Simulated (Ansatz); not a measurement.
## singlet C₃: levels of theory in one basis

```xyz
3

C     0.0000    0.0000   -1.3619
C     0.0000    0.0000    0.0000
C     0.0000    0.0000    1.3619
```

Basis set: def2-SVP (spherical functions). Correlated methods keep 3 orbitals frozen. Charge 0, multiplicity 1.

Computed with Ansatz (development build ahead of 0.2.0); each method stands on the lowest determinant of its kind that the runs found.

```tsv
method	E − E(RHF) (eV)	<S²> of the determinant
RHF	0.00	–
UHF	-0.16	0.56
UHF-MP2	-8.51	0.56
RHF-CCSD(T)	-10.49	–
UHF-CCSD(T)	-10.36	0.56
RHF-CCSDT(Q)	-10.59	–
UHF-CCSDT(Q)	-10.63	0.56
```

**Question.** What does RHF-MP2 give on the same scale?

**Answer.** -9.29 eV.

Caution for UHF, UHF-MP2, UHF-CCSD(T), UHF-CCSDT(Q): the unrestricted determinant is spin contaminated; the determinant may break the point group. Caution for UHF-MP2, UHF-CCSD(T): another reference gives a lower total. Caution for RHF-CCSD(T), UHF-CCSD(T): the program doubts this total.
